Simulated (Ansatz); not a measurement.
A run of Ansatz (development build ahead of 0.2.0) on doublet C₃H at this shape:

```xyz
4

H     0.0034   -0.0151    0.0173
C     0.5577    0.7334    0.5338
C     1.2485    1.5677    1.1334
C     2.0046    2.4701    1.8328
```

Its results:

```
Converged                       : yes
Reference energy                : -113.88909 hartree
Correlation energy              : -0.29681 hartree
Total energy                    : -114.18590 hartree
Spin squared of the determinant : 1.202
Stability test                  : minimum
```

Forces (eV/Å):
| atom | Fx | Fy | Fz |
| --- | --- | --- | --- |
| H1 | -0.250 | -0.251 | -0.252 |
| C2 | 2.256 | 2.769 | 1.811 |
| C3 | -1.496 | -2.060 | -0.908 |
| C4 | -0.510 | -0.458 | -0.652 |

(1) Which input gives this output? Name the method, the orbitals and the basis set, and write the input.

Answers

(1) UHF-MP2 in def2-SVP.

```yaml
crystal:
  periodic: [false, false, false]
  atoms:
    - { symbol: H, position_ang: [0.00339, -0.01511, 0.01734] }
    - { symbol: C, position_ang: [0.55771, 0.73341, 0.53377] }
    - { symbol: C, position_ang: [1.24854, 1.56772, 1.13342] }
    - { symbol: C, position_ang: [2.00459, 2.4701, 1.83284] }
basis:
  gaussian: { orbitals: def2-SVP }
magnetization:
  spin_polarized: true
  initial_magnetization: 1
hamiltonian:
  xc: hf
correlation:
  method: mp2
  frozen_orbitals: { C: 1, H: 0 }
output:
  forces: true
```

Caution: the unrestricted determinant is spin contaminated.
